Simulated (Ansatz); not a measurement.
A run of Ansatz (development build ahead of 0.2.0) on singlet C₃H₅(+) at this shape:

```yaml
atoms:
  - { symbol: C, position_ang: [0.0137, 0.0519, -0.4212] }
  - { symbol: C, position_ang: [-0.0055, 1.1542, 0.1601] }
  - { symbol: C, position_ang: [0.0060, -1.1737, 0.1441] }
  - { symbol: H, position_ang: [-0.0679, -0.0065, -1.6118] }
  - { symbol: H, position_ang: [-0.0384, 2.1872, -0.3461] }
  - { symbol: H, position_ang: [0.0340, 1.1823, 1.2779] }
  - { symbol: H, position_ang: [-0.0961, -2.1378, -0.3156] }
  - { symbol: H, position_ang: [0.1011, -1.2508, 1.2676] }
```

Its results:

| Item | Value |
| --- | --- |
| Converged | yes |
| Reference energy | -116.10857 hartree |
| Correlation energy | -0.24159 hartree |
| Total energy | -116.35015 hartree |
| Spin squared of the determinant | 0.000 |

Q: Which input gives this output? Name the method, the orbitals and the basis set, and write the input.

A: RHF-MP2 in 6-31G. An unrestricted run that stays on the closed shell gives the same numbers.

```yaml
crystal:
  periodic: [false, false, false]
  atoms:
    - { symbol: C, position_ang: [0.0137, 0.05191, -0.42124] }
    - { symbol: C, position_ang: [-0.00553, 1.15425, 0.16009] }
    - { symbol: C, position_ang: [0.00596, -1.17371, 0.14412] }
    - { symbol: H, position_ang: [-0.06788, -0.00646, -1.61182] }
    - { symbol: H, position_ang: [-0.03836, 2.18721, -0.3461] }
    - { symbol: H, position_ang: [0.03404, 1.18229, 1.27791] }
    - { symbol: H, position_ang: [-0.09612, -2.13783, -0.31558] }
    - { symbol: H, position_ang: [0.10108, -1.25078, 1.26757] }
basis:
  gaussian: { orbitals: "6-31G" }
total_charge: 1
hamiltonian:
  xc: hf
correlation:
  method: mp2
  frozen_orbitals: { C: 1, H: 0 }
```

Caution: no unrestricted run beside it, a lower state can exist.
